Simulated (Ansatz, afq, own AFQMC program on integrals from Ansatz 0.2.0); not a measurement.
## Fe, septet: AFQMC among the cluster methods

A free Fe atom.

Basis def2-SVP. Only valence electrons are correlated. AFQMC by an in-house program on the Cholesky factors that Ansatz 0.2.0 writes for its CCSD(T) run. ph-AFQMC/CISD is guided by a CISD state made of CCSD amplitudes; releasing the constraint for a short imaginary time cuts its bias at the price of noise, slowly where states lie close. Uncertainties: one standard error, sampling alone. The metal's outer-core s and p shells are frozen, which shifts wave-function levels against functionals.

Determinant: UHF, the one that the program's search chose, which needn't be the lowest solution.

Full CI on the same integrals is exact in this basis and with this determinant's frozen core.

Cautions: no relativity below Rb; outer-core shells of the metal frozen; another spin lies lower (by 3.02 eV); the ph-AFQMC/CISD walk drifts between its halves (2.2 errors); the released energy hasn't reached full CI (69 meV above it at 4.20 1/Eh), so no released level is given (meV from the phaseless value at times in 1/Eh: -7 ± 3 at 0.60, -4 ± 3 at 1.20, -13 ± 8 at 2.00, -7 ± 3 at 3.00, -6 ± 7 at 4.20).

The T1 diagnostic is 0.0056 and the weight of the determinant in the CISD state is 0.944. The ⟨S²⟩ of the determinant is 12.002 and the size of the correlated space is 8 electrons in 22 orbitals.

| level | correlation energy (eV) |
| --- | --- |
| MP2 | -2.3088 |
| CCSD | -2.5081 |
| CCSD(T) | -2.5861 |

(1) Estimate where full CI lies against CCSD(T) on the same integrals.

(1) 1.76 kcal/mol below CCSD(T).

Reference: full CI, correlation energy -2.662 eV.

```json
{"level": "CCSD(T)", "E − E(reference) (kcal/mol)": "1.76", "share of correlation (%)": "97.14"}
{"level": "CCSDT", "E − E(reference) (kcal/mol)": "0.05", "share of correlation (%)": "99.92"}
{"level": "CCSDT(Q)", "E − E(reference) (kcal/mol)": "0.01", "share of correlation (%)": "99.98"}
{"level": "CCSDTQ", "E − E(reference) (kcal/mol)": "-0.01", "share of correlation (%)": "100.02"}
{"level": "ph-AFQMC/HF", "E − E(reference) (kcal/mol)": "4.06 ± 0.20", "share of correlation (%)": "93.38"}
{"level": "ph-AFQMC/CISD", "E − E(reference) (kcal/mol)": "1.72 ± 0.05", "share of correlation (%)": "97.20"}
```

CCSDT and higher add their correlation energy to the determinant of the CCSD(T) run, since their own runs factorise the integrals more tightly (a shift of under 2 meV).
